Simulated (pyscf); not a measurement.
Single points on ωB97X-D3(BJ)/def2-SVP structures (PySCF, gas phase).

### Question
PBE/def2-TZVP puts the barrier of methyl (CH₃•) + methanol (H₃C–OH) → dimethyl ether (H₃C–O–CH₃) + H atom (H•) (substitution at O; doublet surface; H–O broken, C–O formed) at 157.5 kJ/mol and the reaction energy at +77.9 kJ/mol, from the separated reactants. What do r²SCAN/def2-TZVP, M06-2X/def2-TZVP, ωB97M-D3(BJ)/def2-TZVP give on the same structures?

### Answer
r²SCAN: ΔE‡ = 182.7 kJ/mol, ΔE = +98.8 kJ/mol; M06-2X: ΔE‡ = 203.0 kJ/mol, ΔE = +78.0 kJ/mol; ωB97M-D3(BJ): ΔE‡ = 205.2 kJ/mol, ΔE = +86.3 kJ/mol. PBE's barrier lies under all of them, by 25.2 to 47.7 kJ/mol. Its reaction energy matches one of them and lies within 20.9 kJ/mol of the others. The same reactants have a lower exit, to H₃C–O• + CH₄ (barrier +44.7 kJ/mol at ωB97M-D3(BJ)/def2-TZVP, against +205.2 kJ/mol here). H₃C–O–CH₃ lies 47.7 kJ/mol over its isomer H₃C–CH₂–OH (electronic energy, ωB97M-D3(BJ)/def2-TZVP). One saddle was located; it need not be the lowest between these sides. The angle at the attacked O is 144°.
